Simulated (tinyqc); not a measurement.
A ladder of methods, and size consistency: correlation methods against full CI in the sto-3g basis, for H2O, spin multiplicity 1. Computed by the program tinyqc with PySCF. All electrons correlated; +Q is the Davidson correction (1 - c0^2) E_corr. The last columns treat two copies 100 angstrom apart as one system. FCI is the lowest singlet.

Geometry (angstrom):
```
atom,x,y,z
O,0.0000,0.0000,0.0000
H,0.0000,0.7010,0.5470
H,0.0000,-0.7790,0.6080
```

RHF energy of one = -74.951494 hartree

Correlation energies (hartree):
```
method,E_corr of one,share of FCI (%),E_corr of two at 100 angstrom,two minus twice one (mhartree)
MP2,-0.034181,71.9608,-0.068362,0.0000
CISD,-0.046877,98.6893,-0.091609,2.1456
CISD+Q,-0.048003,101.0593,-0.095701,0.3049
CCSD,-0.047393,99.7755,-0.094786,0.0000
CCSD(T),-0.047456,99.9088,-0.094913,0.0000
FCI,-0.047500,100.0000,-,-
```

What does the comparison show, and why?

MP2 recovers 72 %, CISD 98.7 % and CCSD 99.8 % of the FCI value (c0^2 = 0.976 in CISD). MP2 and coupled cluster are size consistent, so their last column vanishes; CISD loses 2.15 mhartree, since a double excitation on each copy is a quadruple of the pair, and the Davidson correction leaves +0.30.
